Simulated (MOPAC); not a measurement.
MOPAC input (PM3):

```
PM3 PRECISE GNORM=0.05 LET XYZ CHARGE=-1 GEO-OK AUX(PRECISION=9) THREADS=1
C4H9

C     0.00313871 1    0.00322016 1    0.46466816 1
C     0.00177110 1    1.41418985 1   -0.05949539 1
H    -0.00580762 1    1.46685517 1   -1.19524775 1
H    -0.87855294 1    1.98317546 1    0.26908926 1
H     0.88819067 1    1.98046155 1    0.25717418 1
C     1.22363514 1   -0.70949310 1   -0.05303159 1
H     1.26834455 1   -0.74770811 1   -1.18850734 1
H     2.15786680 1   -0.22632205 1    0.26389091 1
H     1.27221630 1   -1.75500801 1    0.28046707 1
C    -1.22641294 1   -0.70572957 1   -0.03650824 1
H    -1.28655024 1   -0.74378352 1   -1.17127689 1
H    -1.27370326 1   -1.75109721 1    0.29763699 1
H    -2.15479637 1   -0.21969735 1    0.29297591 1
```

From the last part of the output:

```
                                                       MOPAC v23.2.5 Linux

          FINAL HEAT OF FORMATION =         -0.46038 KCAL/MOL =      -1.92625 KJ/MOL

          COSMO AREA              =        112.16 SQUARE ANGSTROMS
          COSMO VOLUME            =         97.46 CUBIC ANGSTROMS

          GRADIENT NORM           =          0.03857          =       0.01070 PER ATOM
          IONIZATION POTENTIAL    =          0.236136 EV
          HOMO LUMO ENERGIES (EV) =         -0.236  9.836
          NO. OF FILLED LEVELS    =         13
          MOLECULAR WEIGHT        =         57.1151         POINT GROUP:  C3v

          MOLECULAR DIMENSIONS (Angstroms)

            Atom       Atom       Distance
            H    12    H     5     4.18842
            H     4    H     7     3.87624
            H     9    H    11     2.50196

          SCF CALCULATIONS        =         29

   ATOM   CHEMICAL          X               Y               Z
  NUMBER   SYMBOL      (ANGSTROMS)     (ANGSTROMS)     (ANGSTROMS)

     1       C          0.00040765  *   0.00041586  *   0.05995233  *
     2       C          0.00190338  *   1.44889109  *  -0.04815860  *
     3       H         -0.00454399  *   1.83916983  *  -1.09187375  *
     4       H         -0.88055949  *   1.91075766  *   0.42954706  *
     5       H          0.89213682  *   1.90803945  *   0.41758797  *
     6       C          1.25367368  *  -0.72677592  *  -0.04144310  *
     7       H          1.59062841  *  -0.93331366  *  -1.08330659  *
     8       H          2.09678979  *  -0.18577568  *   0.42406918  *
     9       H          1.20815646  *  -1.71959029  *   0.44070770  *
    10       C         -1.25634810  *  -0.72291163  *  -0.02472290  *
    11       H         -1.60783489  *  -0.92829468  *  -1.06202422  *
    12       H         -1.20744643  *  -1.71591441  *   0.45673967  *
    13       H         -2.09150447  *  -0.17933754  *   0.45204295  *

                             CARTESIAN COORDINATES

   1    C        0.000407648     0.000415857     0.059952328
   2    C        0.001903377     1.448891090    -0.048158601
   3    H       -0.004543987     1.839169833    -1.091873751
   4    H       -0.880559487     1.910757661     0.429547060
   5    H        0.892136819     1.908039449     0.417587966
   6    C        1.253673685    -0.726775921    -0.041443103
   7    H        1.590628412    -0.933313665    -1.083306594
   8    H        2.096789786    -0.185775680     0.424069177
   9    H        1.208156459    -1.719590286     0.440707699
  10    C       -1.256348101    -0.722911634    -0.024722896
  11    H       -1.607834891    -0.928294676    -1.062024220
  12    H       -1.207446426    -1.715914406     0.456739670
  13    H       -2.091504469    -0.179337541     0.452042952

           Empirical Formula: C4 H9  =    13 atoms

      MOLECULAR POINT GROUP   :   C3v

                  EIGENVALUES
 -30.76086 -21.41474 -21.41455 -12.25798  -9.24101  -9.24099  -9.00706  -7.07627
  -7.07619  -6.60387  -6.22707  -6.22698  -0.23614   9.83576   9.96480   9.96482
  10.12600  10.12603  10.19470  10.19474  10.44991  10.85276  11.14109  12.61895
  12.61902

              NET ATOMIC CHARGES AND DIPOLE CONTRIBUTIONS

  ATOM NO.   TYPE          CHARGE      No. of ELECS.   s-Pop       p-Pop
    1          C          -0.888643        4.8886     1.20244     3.68620
    2          C           0.147292        3.8527     1.09496     2.75775
    3          H          -0.090898        1.0909     1.09090
    4          H          -0.046761        1.0468     1.04676
    5          H          -0.046754        1.0468     1.04675
    6          C           0.147292        3.8527     1.09495     2.75776
    7          H          -0.090898        1.0909     1.09090
    8          H          -0.046753        1.0468     1.04675
    9          H          -0.046758        1.0468     1.04676
   10          C           0.147283        3.8527     1.09496     2.75776
   11          H          -0.090895        1.0909     1.09089
   12          H          -0.046751        1.0468     1.04675
   13          H          -0.046756        1.0468     1.04676
 DIPOLE           X         Y         Z       TOTAL
 POINT-CHG.     0.003     0.003     0.381     0.381
 HYBRID        -0.003    -0.003    -0.417     0.417
 SUM           -0.000    -0.000    -0.036     0.036

          ATOMIC ORBITAL ELECTRON POPULATIONS

     Atom    s        px        py        pz
    1  C   1.20244   0.95696   0.95696   1.77228
    2  C   1.09496   0.91636   0.93275   0.90864
    3  H   1.09090
    4  H   1.04676
    5  H   1.04675
    6  C   1.09495   0.92864   0.92042   0.90870
    7  H   1.09090
    8  H   1.04675
    9  H   1.04676
   10  C   1.09496   0.92855   0.92038   0.90883
   11  H   1.09089
   12  H   1.04675
   13  H   1.04676

 **********************
 *                    *
 * JOB ENDED NORMALLY *
 *                    *
 **********************

 == MOPAC DONE ==
```

The dipole moment of an ion depends on the origin.
